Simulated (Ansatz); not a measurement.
## Cl₂, singlet in STO-3G: errors against full CI

Geometry: MP2(full)/6-31G*, from the G2/97 set.

```xyz
2

Cl    0.0000    0.0000    0.0000
Cl    0.0000    0.0000    2.0151
```

Basis STO-3G; Ansatz 0.2.0. Correlated methods freeze the noble-gas cores, which leaves 14 electrons in 8 orbitals. R marks a restricted (for open shells ROHF) determinant. Active spaces: valence = (14e, 8o) chosen from the atoms' valence shells.

Full CI is exact within this basis and frozen core; it isn't the basis-set limit.

```
UHF ⟨S²⟩                          : 0.000
T1 diagnostic (RCCSD)             : 0.0036
largest doubles amplitude (RCCSD) : 0.171
```

| level | E − E(full CI) (kJ/mol) | share of correlation (%) | wall time |
| --- | --- | --- | --- |
| RHF | 76.5 | 0.00 | – |
| RMP2 | 25.8 | 66.31 | – |
| CISD | 0.0 | 99.99 | 0.09 s |
| RCCSD | 0.0 | 99.99 | 0.13 s |
| RCCSD(T) | 0.0 | 99.99 | 0.13 s |
| BCCD(T) | 0.0 | 99.99 | 0.12 s |
| RCCSDT | 0.0 | 99.99 | – |
| CISDTQ | 0.0 | 99.99 | 0.1 s |
| RCCSDT(Q) | 0.0 | 100.00 | 0.15 s |
| RCCSDTQ | 0.0 | 100.00 | 1 s |

The correlation energy at full CI, counted from RHF, is -0.793 eV. That run took 0.12 s on 1 thread of AMD EPYC 7R13, shared host over 12 determinants.

Run but not shown, since their state or frozen core can't be matched to the reference's or they repeat it: CASSCF (valence space), NEVPT2 (valence space), MRCISD (valence space), MRCISD+Q (valence space).

Times hold each run's SCF and search for its determinant on a shared host, so for small cases they say little of a method's own cost; they ran on 1 thread of AMD EPYC 7R13.

The full-CI state has the irrep Ag of D2h, in the program's axes (one component, if the state is degenerate).

Natural occupations of full CI about the gap: 2.000 1.998 1.998 1.998 1.941 0.066; effectively unpaired electrons, Σ n²(2−n)², 0.03.

Atomization energy (electronic, same basis, no zero-point term; atoms at the same level, unrestricted beside the R rows where the molecule is a closed shell, with restricted open-shell steps beyond CCSDT(Q)) at full CI: 153.7 kJ/mol. Errors of other levels:

```
    level  error (kJ/mol)
      RHF           -76.5
     RMP2           -25.8
     CISD             0.0
    RCCSD             0.0
 RCCSD(T)             0.0
  BCCD(T)             0.0
   RCCSDT             0.0
   CISDTQ             0.0
RCCSDT(Q)             0.0
  RCCSDTQ             0.0
```

This basis is far from its limit, so the value isn't to be set against a measured one. Truncated CI isn't size-consistent, which counts against it in atomization.
